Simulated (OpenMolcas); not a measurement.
# BH2 (boron dihydride): the vertical ionisation energy from total energies

BH2 has 3 atoms, charge 0, and is taken as a doublet. SMILES: `[BH2]`. Geometry: relaxed at PBE0-D4/def2-TZVP.

```csv
atom,x (Å),y (Å),z (Å)
B,0.2651,-0.1677,0.1297
H,0.2921,1.0149,0.2708
H,-0.5572,-0.8473,-0.4006
```

Both states at this one shape; open shells run unrestricted unless said. 1 Eh = 27.2114 eV.

```tsv
level	program	doublet BH2 (Eh)	singlet [BH2]+ (Eh)
UHF/3-21G	OpenMolcas	-25.602203	-25.283619
U-revPBE/def2-TZVPPD	OpenMolcas	-25.930739	-25.592781
U-r2SCAN/def2-TZVPPD	OpenMolcas	-25.916876	-25.573860
UPBE0/def2-TZVPPD	OpenMolcas	-25.894824	-25.556232
```

Work out the vertical ionisation energy at each level.


1. UHF/3-21G: -25.283619 − (-25.602203) = 0.318584 Eh = 8.67 eV.
2. U-revPBE/def2-TZVPPD: -25.592781 − (-25.930739) = 0.337958 Eh = 9.20 eV.
3. U-r2SCAN/def2-TZVPPD: -25.573860 − (-25.916876) = 0.343016 Eh = 9.33 eV.
4. UPBE0/def2-TZVPPD: -25.556232 − (-25.894824) = 0.338592 Eh = 9.21 eV.

No measured value is set beside it here; the levels span 8.67 to 9.33 eV.
